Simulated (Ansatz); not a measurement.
What does this script print? It uses the Ansatz DFT code, driven from Python.

`c2h2o2_opt.py`
```python
"""Minimum-energy structure of C2H2O2."""

import itertools
import warnings

import ansatz as az
from ase import Atoms
from ase.data import atomic_numbers, covalent_radii
import numpy as np

warnings.simplefilter("ignore", az.DeckWarning)

atoms = Atoms(["O", "C", "C", "O", "H", "H"], positions=[
    (0.8019, -2.1658, 0.6569),
    (0.4561, -1.0412, 0.2914),
    (0.131, 0.1614, -0.1184),
    (-1.0523, 0.6106, 0.0025),
    (0.8776, 0.844, -0.5426),
    (-1.1723, 1.527, -0.3359),
])
system = az.Crystal.molecule_from_ase(atoms)

base = system.calculation()
base = base.basis(gaussian="6-31G*")
base = base.functional("cam_b3lyp")
symbols = [site.symbol for site in system.cartesian_sites]
start = np.array([site.position_ang for site in system.cartesian_sites], dtype=float)
def progress(event):
    if event["event"] == "relax_step":
        row = event["data"]
        print(f"step {row['step']:3d}  E = {row['lagrangian_ev']:.6f} eV  largest force component {row['allowed_force_max_ev_ang']:.4f} eV/A")


report = base.relax(force_tolerance=0.02, max_steps=100).session().plan().execute(on_event=progress).report
end = np.array(report["positions_ang"])

print("reference energy %16.6f eV" % report["reference_energy_ev"])
print("total energy     %16.6f eV" % report["free_energy_ev"])
print("occupied orbitals outside the frozen core (up, down):", report["n_occupied"], " frozen:", report["n_frozen"], " virtual:", report["n_virtual"])

# pairs closer than 1.2 times the sum of covalent radii, before or after
radius = [covalent_radii[atomic_numbers[s]] for s in symbols]
span = lambda where, i, j: np.linalg.norm(where[i] - where[j])
bonded = [(i, j) for i, j in itertools.combinations(range(len(symbols)), 2) if min(span(start, i, j), span(end, i, j)) < 1.2 * (radius[i] + radius[j])]
print("pair        before    after (A)")
for i, j in bonded:
    print(f"{symbols[i]}{i}-{symbols[j]}{j}".ljust(10), f"{span(start, i, j):8.4f} {span(end, i, j):8.4f}")
```

Output of `python c2h2o2_opt.py`:
```text
step   1  E = -6195.213159 eV  largest force component 6.1217 eV/A
step   2  E = -6195.652806 eV  largest force component 2.2322 eV/A
step   3  E = -6195.708630 eV  largest force component 0.5250 eV/A
step   4  E = -6195.723410 eV  largest force component 0.2405 eV/A
step   5  E = -6195.726648 eV  largest force component 0.1379 eV/A
step   6  E = -6195.727704 eV  largest force component 0.0426 eV/A
step   7  E = -6195.727734 eV  largest force component 0.0130 eV/A
reference energy     -6195.727802 eV
total energy         -6195.727802 eV
occupied orbitals outside the frozen core (up, down): [15, 15]  frozen: 0  virtual: [49, 49]
pair        before    after (A)
O0-C1        1.2320   1.1725
C1-C2        1.3114   1.3160
C2-O3        1.2715   1.3873
C2-H4        1.0970   1.0829
O3-H5        0.9842   0.9644
```

Total energies depend on the basis set; only differences at equal settings carry meaning. The end point is the stationary point reached from this start; no frequency run checks that it is a minimum, and the basis set is modest. Wall time of the script: 12 s on 1 thread of Arm Neoverse V2 (shared host), peak memory 0.2 GiB.

(Lines on the test bed's own set-up are left out of the output.)
